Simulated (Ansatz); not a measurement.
Results of Hartree–Fock in Ansatz (PAW) for α-phase B.

Settings: plane-wave cutoff 460 eV, 6×6×6 k mesh, Fermi–Dirac smearing 0.01 eV, scalar-relativistic PAW data made under PBE.

Cell (relaxed at this level):

```
CELL_PARAMETERS angstrom
      4.43740    -2.47387    -0.00679
      4.43740     2.47387    -0.00679
      3.06441     0.00000     4.05216
ATOMIC_POSITIONS crystal
  B  0.00884 0.65556 0.00884
  B  0.00884 0.00884 0.65556
  B  0.65556 0.00884 0.00884
  B  0.99116 0.34444 0.99116
  B  0.99116 0.99116 0.34444
  B  0.34444 0.99116 0.99116
  B  0.21812 0.63577 0.21812
  B  0.21812 0.21812 0.63577
  B  0.63577 0.21812 0.21812
  B  0.78188 0.36423 0.78188
  B  0.78188 0.78188 0.36423
  B  0.36423 0.78188 0.78188
```

**Question.** Predict the band gap and smallest direct gap on the k points sampled.

**Answer.** 
- band gap = 7.43 eV (indirect)
- smallest direct gap on the k points sampled = 7.92 eV

Static lattice: no zero-point or thermal effects.

Ansatz is a first-principles code.
